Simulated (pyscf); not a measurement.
# Four-centre exchange: LiH + CH₄ → Li–CH₃ + H₂

Gas phase, singlet surface, charge 0. Bonds broken: Li1–H2, C3–H4. Bonds formed: Li1–C3, H2–H4. Structures and frequencies: ωB97X-D3(BJ)/def2-SVP in PySCF.

Transition state (Å):

```xyz
7

Li     0.5312    -0.4156    -0.7340
H      1.6500     0.8569    -0.5567
C      0.2658    -0.2258     1.2678
H      1.2003     0.5578     0.2546
H      0.4920    -1.2656     1.5878
H      0.6307     0.4203     2.0841
H     -0.8405    -0.1168     1.2772
```

One imaginary mode, 1008i cm⁻¹; descent along it reached the two sides named, in the forms told below.

| bond | change | reactant side (Å) | saddle | product side |
|---|---|---|---|---|
| Li1–H2 | breaks | 1.599 | 1.704 | 2.139 |
| C3–H4 | breaks | 1.103 | 1.586 | 4.1 |
| Li1–C3 | forms | 2.277 | 2.028 | 1.973 |
| H2–H4 | forms | 3.7 | 0.975 | 0.761 |

Electronic energies relative to the separated reactants (kcal/mol):

| level | barrier | reaction energy | reverse barrier |
|---|---|---|---|
| ωB97X-D3(BJ)/def2-TZVP | 22.1 | +12.8 | 9.3 |
| PBE/def2-TZVP | 15.4 | +11.4 | 4.0 |
| r²SCAN/def2-TZVP | 17.7 | +12.1 | 5.6 |
| B3LYP-D3(BJ)/def2-TZVP | 19.6 | +12.5 | 7.1 |
| PBE0-D3(BJ)/def2-TZVP | 18.0 | +12.7 | 5.3 |
| M06-2X/def2-TZVP | 21.1 | +9.9 | 11.2 |
| ωB97M-D3(BJ)/def2-TZVP | 23.0 | +13.2 | 9.8 |
| HF/def2-TZVP | 37.4 | +18.9 | 18.5 |

With ωB97M-D3(BJ)/def2-TZVP energies and thermal terms (ideal gas, 1 atm, RRHO with modes under 100 cm⁻¹ raised to 100, one conformer, R ln 2 for chiral ones without a mode under 150 cm⁻¹), in kcal/mol:

```tsv
T (K)	ΔH‡	ΔG‡	ΔH	ΔG
298	21.4	28.6	+10.7	+10.8
600	21.5	35.8	+11.8	+10.4
900	22.0	42.9	+12.5	+9.5
1200	22.5	49.8	+12.9	+8.5
```

On the reactant side the descent ends in an adduct with a C–Li contact, 6.0 kcal/mol under the separated species and 28.2 kcal/mol under the saddle at ωB97X-D3(BJ)/def2-TZVP. What is counted as formed (C–Li) is already present as a longer contact in the reactant adduct; forming that adduct is a step of its own. At the saddle there is also a short H–Li contact that neither side keeps. This is the saddle that the search found; another between the same sides may lie lower.
